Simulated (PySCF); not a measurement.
## Computed properties of CH, SMILES [CH]

CH, SMILES [CH] (connectivity only; charge and spin as stated), charge +1, multiplicity 1. Geometry optimised at PBE0-D3(BJ)/def2-TZVPD. One conformer was computed; it need not be the lowest. All values are computed for the isolated molecule unless a solvent is named; none is compared with measurement here.

**Structure.** The optimised structure has C∞v symmetry. All 1 harmonic modes at PBE0-D3(BJ)/def2-TZVPD (PySCF) are real, so it is a minimum.

**Vibrations.** The strongest infrared lines (harmonic, unscaled, degenerate partners summed) lie at 2805 cm⁻¹ (1 km/mol, H 92 %). The softest mode is at 2805 cm⁻¹ and the zero-point energy is 4.0 kcal/mol.

**Electronic structure.** r2SCAN/def2-TZVPD (PySCF) places the frontier levels at -18.58 and -15.63 eV, a gap of 2.95 eV and a mean polarisability of 7.9 bohr³. PBE/def2-TZVPD (PySCF) at the same geometry gives -18.27 and -16.12 eV, so its gap is 0.80 eV narrower. An orbital gap is neither the optical nor the fundamental gap.

**Excitations.** TDDFT-B3LYP/def2-TZVPD (PySCF) has S1 at 2.81 eV (440 nm, f = 0.011, weak); the most intense of the 10 singlets computed lies at 13.30 eV (f = 0.33). Strengths of degenerate partners are summed. T1 (TDA) is at 0.81 eV.

**NMR.** GIAO shifts at KT2/pcSseg-2 (PySCF) (non-relativistic, atoms alike by connectivity averaged): ¹³C at 993.7 ppm against TMS; ¹H at 3.0 ppm against TMS.
